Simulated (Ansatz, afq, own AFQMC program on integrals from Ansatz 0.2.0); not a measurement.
Integrals from Ansatz 0.2.0, then the random walk in our own AFQMC program (afq).

```yaml
crystal:
  periodic: [false, false, false]
  atoms:
    - {symbol: Al, position_ang: [0.000000, 0.000172, 0.656596]}
    - {symbol: C, position_ang: [0.000000, -0.006631, -1.294219]}
    - {symbol: H, position_ang: [0.000000, 1.384070, 1.440936]}
    - {symbol: H, position_ang: [0.000000, -1.352649, 1.492793]}
    - {symbol: H, position_ang: [0.000000, -1.010538, -1.723820]}
    - {symbol: H, position_ang: [-0.874941, 0.526768, -1.682149]}
    - {symbol: H, position_ang: [0.874941, 0.526768, -1.682149]}
basis:
  gaussian: {orbitals: 6-31G}
magnetization: {spin_polarized: false}
correlation: {method: ccsd_t, electrons: outside_noble_gas, hamiltonian_folder: ham}
```

```sh
$ ansatz run in.yaml --threads 1 --pin off --events-out ev --progress --plain --max-ram 1382MiB
```

Options of the walk:

```
--method phaseless --trial cisd --walkers 150 --populations 1 --least-time 40 --time-step 0.005 --steps-per-block 50 --equilibration-blocks 28 --max-blocks 300 --target-error 0.00042 --factor-cut 1e-05 --seed 9191 --release-times 0.24,0.51,0.99,1.62,2.4 --release-step 0.03 --release-every 4 --taylor-order 6
```

Times are imaginary, in 1/Eh. The walk had a cap of 534 s.

Output of the walk:

```
orbitals 26  electrons 6 6  factors 194 of 425
reference energy -282.62569169 Eh
CCSD correlation -0.15899000 Eh in 9 cycles, weight of the determinant in the CISD state 0.9150
energy of the start -282.784682 Eh
 block  time / (1/Eh)  mean weight  energy / Eh
     1     0.250  1.0006  -282.782684
     2     0.500  1.0001  -282.783316
     3     0.750  0.9996  -282.783680
     4     1.000  1.0007  -282.785161
     5     1.250  0.9998  -282.786588
     7     1.750  1.0009  -282.787207
     9     2.250  0.9993  -282.786253
    13     3.250  0.9993  -282.785806
    21     5.250  1.0006  -282.786808
    29     7.250  1.0007  -282.789861
    37     9.250  0.9994  -282.786543
    45    11.250  0.9997  -282.790021
    53    13.250  0.9998  -282.787026
    61    15.250  0.9997  -282.789636
    69    17.250  0.9980  -282.790779
    77    19.250  0.9997  -282.789476
    85    21.250  0.9999  -282.789462
    93    23.250  0.9999  -282.785740
   101    25.250  0.9997  -282.787259
   109    27.250  1.0002  -282.789092
   113    28.250  1.0013  -282.785428
   117    29.250  1.0000  -282.788485
   125    31.250  1.0003  -282.787098
   133    33.250  1.0008  -282.789329
   141    35.250  1.0001  -282.787592
   149    37.250  0.9996  -282.788270
   157    39.250  1.0002  -282.787623
   165    41.250  1.0004  -282.790961
   173    43.250  1.0003  -282.789032
   181    45.250  1.0008  -282.788338
   185    46.250  1.0005  -282.793139
blocks merged  error / Eh  count
     1  0.000162  160
     2  0.000204  80
     4  0.000227  40
     8  0.000270  20
    16  0.000271  10
released: time / (1/Eh)  energy / Eh  error  mean overlap
  0.24  -282.788494  0.000252  1.0064
  0.51  -282.788551  0.000215  1.0007
  0.99  -282.788248  0.000190  1.0057
  1.62  -282.788483  0.000183  0.9869
  2.40  -282.788387  0.000228  0.9756
energy -282.788339 +/- 0.000270 Eh
(rows thinned)
```

The run passed its tests (sampling time, drift between the halves within three errors, error under three times the target), which doesn't prove that it has relaxed. The second half of the sampling lies below the first by 2.1 errors of their difference, so the energy may still be moving and its error bar be too small.

Against this walk (error 7.3 meV) on the same determinant: CCSD(T) 21.6 meV higher, CCSDT(Q) 4.0 meV higher (within the noise). The error is statistical and leaves out the bias of the constraint. Released to 2.40 1/Eh the energy moves by -1 ± 10 meV (both errors), within twice the noise.

Cautions: constraint bias not in the error.

The walk took 120 s on 1 thread of Arm Neoverse V2, with other jobs on the host. The log's last line is the phaseless energy.

CCSDT and higher add their correlation energy to the determinant of the CCSD(T) run, since their own runs factorise the integrals more tightly (a shift of under 2 meV). A walk keeps the symmetry of its determinant, which the program's search chose and which needn't be the lowest solution, so a lower state of the same spin and another symmetry isn't excluded.
